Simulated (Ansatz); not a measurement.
Relaxation of C2H5NS (9 atoms, charge 0, multiplicity 1), to a largest force component of 0.015 eV/Å in at most 40 steps.

Level of theory: RKS LDA/STO-3G in Ansatz 0.2.0.

```xyz
9
Properties=species:S:1:pos:R:3
N 0.382 -1.416 -1.292
C 0.320 -0.177 -0.818
C 0.057 0.085 0.630
S -1.265 1.191 0.825
H 0.511 -1.341 -2.333
H 0.510 0.713 -1.471
H -0.063 -0.853 1.179
H 1.013 0.590 1.054
H -1.377 1.161 2.210
```

Question: Where does it end, and by what steps?

Answer: The run converged. Limits of this set-up: minimal basis. After 12 steps the energy has fallen by 0.300 eV; H9 moved furthest, 0.28 Å.

```
step  energy less start (eV)  largest force component (eV/Å)  accepted
   0                  0.0000                           3.541       yes
   1                 -0.0738                           1.677       yes
   2                 -0.1877                           2.021       yes
   3                 -0.1030                           1.712        no
   4                 -0.2894                           0.373       yes
   5                 -0.2878                           0.416        no
   6                 -0.2957                           0.110       yes
   7                 -0.2977                           0.108       yes
   8                 -0.2991                           0.018       yes
   9                 -0.2996                           0.079       yes
  10                 -0.2998                           0.058       yes
  11                 -0.2999                           0.022       yes
  12                 -0.3000                           0.011       yes
```

```xyz
9
Properties=species:S:1:pos:R:3
N 0.359 -1.409 -1.296
C 0.336 -0.182 -0.826
C 0.057 0.047 0.651
S -1.434 1.087 0.838
H 0.576 -1.314 -2.352
H 0.496 0.745 -1.424
H -0.051 -0.941 1.138
H 0.929 0.564 1.100
H -1.180 1.356 2.154
```

Whether the end is a true minimum wasn't checked by a vibrational analysis.

Time of the run: 15 s on 1 thread of Intel(R) Xeon(R) Processor @ 2.70GHz (shared host), peak memory 0.12 GiB.
